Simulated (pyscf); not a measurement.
`[OH][In]=[PH]` + `[H][H]` → `[PH2][In]` [singlet] + `[OH2]` (concerted two-bond exchange; singlet surface; In–O, H–H broken, H–P, H–O formed). PySCF, gas phase, ωB97X-D3(BJ)/def2-SVP geometries. Energies in kcal/mol from the separated reactants.

```csv
level,barrier,reaction energy
ωB97X-D3(BJ)/def2-TZVP,37.4,-24.4
r²SCAN/def2-TZVP,[?],-20.9
B3LYP-D3(BJ)/def2-TZVP,[?],[?]
M06-2X/def2-TZVP,37.0,-22.0
ωB97M-D3(BJ)/def2-TZVP,34.4,-26.9
HF/def2-TZVP,41.7,-34.2
```

**Question.** Complete the blanks.

**Answer.** 
- r²SCAN/def2-TZVP, barrier: 32.0
- B3LYP-D3(BJ)/def2-TZVP, barrier: 28.5
- B3LYP-D3(BJ)/def2-TZVP, reaction energy: -26.3

The functionals in the table span 8.9 kcal/mol in this barrier, from B3LYP-D3(BJ) to ωB97X-D3(BJ)/def2-TZVP. On the product side the descent ends in a bound adduct (not fully relaxed), 8.8 kcal/mol under the separated species and 70.6 kcal/mol under the saddle at ωB97X-D3(BJ)/def2-TZVP. One saddle was located; it need not be the lowest between these sides. A restricted solution here is unstable towards spin polarisation, so biradical character is likely and single-reference numbers are less safe. Elements past Kr carry the def2 core potentials, without spin-orbit coupling.
